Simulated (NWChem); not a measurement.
# SiNH2F (SMILES N[Si]F) at TPSS/def2-SVPD

Aim: the energy difference between two shapes of SiNH2F at TPSS/def2-SVPD, from 2 runs. 

Program for the calculation: NWChem 7.3.0.

3 further runs of the same task are left out: 3 set aside as unsound or not needed.

## (1) The molecule

SiNH2F has 5 atoms, charge 0, and is taken as a singlet. SMILES: `N[Si]F`. The coordinates come from a PBE0-D4/def2-TZVP relaxation. This is one conformer, not always the lowest.

Bond lengths: N1–Si2 1.702 Å, Si2–F3 1.622 Å, N1–H4 1.010 Å, N1–H5 1.008 Å. Angles: N1–Si2–F3 98.5°, Si2–N1–H4 125.0°, Si2–N1–H5 122.2°, H4–N1–H5 112.8°.

## (2) The energy at TPSS/def2-SVPD

The input, input.nw:

```
START input
memory 2200 mb

GEOMETRY noautosym nocenter
   zmatrix
     N
     Si 1 1.702051
     F 2 1.622129 1 98.5073
     H 1 1.010366 2 125.02898 3 0.00673
     H 1 1.008189 4 112.81131 2 179.99768
   end
END

BASIS spherical bse
   * library def2-SVPD
END

DFT
   xc xtpss03 ctpss03
   grid fine
   direct
   mulliken
END

TASK dft energy
```

The run is started by

```bash
$ nwchem input.nw > input.out
```

The program printed:

```text
[...]
          Wavefunction type:  closed shell.
          No. of atoms     :     5
          No. of electrons :    32
[...]
          Charge           :     0
          Spin multiplicity:     1
[...]
          AO basis - number of functions:    83
[...]
              XC Information
              --------------
                  TPSS metaGGA Exchange Functional  1.000
             TPSS03 metaGGA Correlation Functional  1.000
[...]
 d= 0,ls=0.0,diis     1   -445.1155018092 -5.47D+02  1.90D-02  5.54D-01     3.6
[...]
 d= 0,ls=0.0,diis     8   -445.1849658999  2.12D-08  7.97D-06  5.69D-07    14.9
         Total DFT energy =     -445.184965899899
      One electron energy =     -818.317653388803
           Coulomb energy =      310.410345552949
    Exchange-Corr. energy =      -39.054051332738
 Nuclear repulsion energy =      101.776393268694
[...]
      Total Density - Mulliken Population Analysis
     ---------------------------------------------
    Atom       Charge   Shell Charges
 -----------   ------   -------------------------------------------------------
    1 N    7     6.90   1.99  1.01  0.36 -0.15  2.47  1.25  0.01 -0.04
    2 Si  14    13.44   2.00  1.98  1.24  0.34  0.14  5.92  0.97  0.59  0.25  0.02
    3 F    9     9.56   1.99  1.14  0.79  0.11  3.34  1.99  0.20  0.00  0.01
    4 H    1     1.05   0.75  0.19  0.04  0.07
    5 H    1     1.05   0.75  0.21  0.04  0.05
[...]
```

Wall time 16 s (1 thread of Intel Xeon Platinum 8259CL at 2.50GHz (Skylake/Cascade Lake), shared host); peak memory 0.11 GiB.

## (3) The distorted shape, same level

The input, work.nw:

```
start work
title "FH2NSi TPSS"
memory total 2200 mb
charge 0

geometry units angstroms noautosym nocenter noautoz
  N       -0.407911       0.245846      -0.323318
  Si       0.136717      -1.172447       0.485497
  F        1.548385      -0.555515       0.996395
  H        0.094127       1.100287      -0.371696
  H       -1.280929       0.273024      -0.812745
end

basis spherical bse
  * library def2-SVPD
end

dft
  xc xtpss03 ctpss03
  grid fine
  direct
  mulliken
  noprint "final vectors analysis"
end

task dft energy
```

The run is started by

```bash
$ nwchem work.nw > work.out
```

The program printed:

```text
[...]
          Wavefunction type:  closed shell.
          No. of atoms     :     5
          No. of electrons :    32
[...]
          Charge           :     0
          Spin multiplicity:     1
[...]
          AO basis - number of functions:    83
[...]
              XC Information
              --------------
                  TPSS metaGGA Exchange Functional  1.000
             TPSS03 metaGGA Correlation Functional  1.000
[...]
 d= 0,ls=0.0,diis     1   -445.1128380245 -5.47D+02  1.94D-02  5.67D-01     1.9
[...]
 d= 0,ls=0.0,diis     8   -445.1845090808  1.78D-08  7.55D-06  5.05D-07    13.8
         Total DFT energy =     -445.184509080800
      One electron energy =     -818.130338177136
           Coulomb energy =      310.322961627258
    Exchange-Corr. energy =      -39.058660091364
 Nuclear repulsion energy =      101.681527560443
[...]
      Total Density - Mulliken Population Analysis
     ---------------------------------------------
    Atom       Charge   Shell Charges
 -----------   ------   -------------------------------------------------------
    1 N    7     6.84   1.99  1.01  0.35 -0.19  2.48  1.24  0.01 -0.04
    2 Si  14    13.43   2.00  1.98  1.24  0.34  0.13  5.92  0.96  0.60  0.25  0.01
    3 F    9     9.56   1.99  1.14  0.79  0.11  3.34  1.99  0.20  0.00  0.01
    4 H    1     1.09   0.76  0.22  0.04  0.07
    5 H    1     1.08   0.76  0.22  0.04  0.05
[...]
```

Wall time 14 s (1 thread of Intel Xeon Platinum 8259CL at 2.50GHz (Skylake/Cascade Lake), shared host); peak memory 0.11 GiB.

## (4) What came out

At TPSS/def2-SVPD:

| quantity | value |
| --- | --- |
| first shape: total energy | -445.18497 Eh |
| first shape: dipole moment | 2.50 D |
| first shape: HOMO energy | -6.18 eV |
| first shape: LUMO energy | -1.94 eV |
| first shape: HOMO–LUMO gap | 4.24 eV |
| distorted shape: total energy | -445.18451 Eh |
| distorted shape: dipole moment | 2.35 D |
| energy change with the atoms displaced | 0.012 eV |

What this shows: With the atoms displaced the energy rises by 0.01 eV (0.3 kcal/mol). The first shape isn't relaxed at this level, so the change isn't measured from a minimum.
